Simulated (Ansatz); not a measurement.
Reaction: BNH2Br2 (SMILES BrB(N)Br) → BBr2 (SMILES Br[B]Br, doublet) + NH2 (SMILES [NH2], doublet) (the B-N bond breaks)
Each species at its own B3LYP-D3(BJ)/def2-TZVP minimum (Ansatz, a program for electronic structure), one conformer.

Total energies in hartree (Ansatz). Radicals and triplets start from unrestricted determinants; spin-orbit coupling is neglected. Cores are frozen in correlated methods (noble-gas shells, and filled d and f shells in the p block). No relativity. Spin-orbit terms, left out, reach several kcal/mol for Br and I, and more for heavier atoms.

```tsv
species	HF/cc-pVTZ	CCSD(T)/cc-pVTZ	HF/cc-pVQZ	CCSD(T)/cc-pVQZ	CCSD(T)/cc-pVDZ	CCSDT(Q)/cc-pVDZ
1: BNH2Br2 (SMILES NB(Br)Br)	-5225.38354	-5226.07738	-5225.39506	-5226.14560	-5225.73443	-5225.73625
2: BBr2 (SMILES Br[B]Br, doublet)	-5169.62433	-5170.06559	-5169.63152	-5170.11379	-5169.79042	-5169.79207
3: NH2 (SMILES [NH2], doublet)	-55.58579	-55.79359	-55.59045	-55.81078	-55.73272	-55.73328
```

**Question.** Work out the bond dissociation energy (electronic) in kcal/mol: take Hartree-Fock from cc-pVQZ, extrapolate the CCSD(T) correlation energy as X^-3 (X = 3, 4), and add CCSDT(Q) - CCSD(T) in cc-pVDZ. 1 hartree = 627.51 kcal/mol.

**Answer.** 
Species 1: correlation (64·(-0.75054) - 27·(-0.69384))/37 = -0.79192; step -0.00182; E1 = -5225.39506 + (-0.79192) + (-0.00182) = -5226.18880
Species 2: correlation (64·(-0.48227) - 27·(-0.44126))/37 = -0.51220; step -0.00165; E2 = -5169.63152 + (-0.51220) + (-0.00165) = -5170.14537
Species 3: correlation (64·(-0.22033) - 27·(-0.20780))/37 = -0.22947; step -0.00056; E3 = -55.59045 + (-0.22947) + (-0.00056) = -55.82048
-1·E1 +1·E2 +1·E3 = 0.22295 hartree = 139.9 kcal/mol.
